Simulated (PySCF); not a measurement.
## Energy of P (phosphorus, neutral) between two integer charges

The 3p alpha orbital of [Ne] 3s2 3p3 is emptied in steps (occupation f), with all orbitals relaxed, ending at [Ne] 3s2 3p2. Calculation: PySCF 2.14, in def2-TZVP (5s5p2d1f, 37 functions); no relativity, point nucleus. The exact energy is a straight line in f; departures are measured from the line between the end points of the same method.

Task: Among UHF, LDA, PBE, PBE0, r2SCAN, LC-wPBE, BHandHLYP, wB97X, MN15, B3LYP, which shows the largest delocalisation error (convex curve), and which is closest to linear?

Result: Most convex: LDA (-1.096 eV at f = 0.5); closest to linear: LC-wPBE (-0.074 eV).

```
   f  UHF (eV)  LDA (eV)  PBE (eV)  PBE0 (eV)  r2SCAN (eV)  LC-wPBE (eV)  BHandHLYP (eV)  wB97X (eV)  MN15 (eV)  B3LYP (eV)
   1     0.000     0.000     0.000      0.000        0.000         0.000           0.000       0.000      0.000       0.000
0.75     0.135    -0.817    -0.799     -0.568       -0.737        -0.058          -0.345      -0.119     -0.482      -0.621
 0.5     0.176    -1.096    -1.067     -0.756       -0.973        -0.074          -0.460      -0.152     -0.638      -0.830
0.25     0.128    -0.827    -0.800     -0.564       -0.720        -0.051          -0.345      -0.108     -0.471      -0.622
   0     0.000     0.000     0.000      0.000        0.000         0.000           0.000       0.000      0.000       0.000
```

```tsv
method	E(f=0) − E(f=1) (eV)	−ε at f=1 (eV)	−ε at f=0.5 (eV)
UHF	9.910	10.651	9.892
LDA	10.575	6.252	10.549
PBE	10.484	6.241	10.481
PBE0	10.529	7.502	10.539
r2SCAN	10.639	6.680	10.688
LC-wPBE	10.608	10.287	10.627
BHandHLYP	10.257	8.420	10.258
wB97X	10.384	9.737	10.415
MN15	10.459	7.880	10.486
B3LYP	10.383	7.079	10.381
```

Reference removal energy between the ground levels: 10.487 eV (measured; NIST Atomic Spectra Database, ionization energies). The calculation has no spin-orbit coupling. UHF lacks correlation.
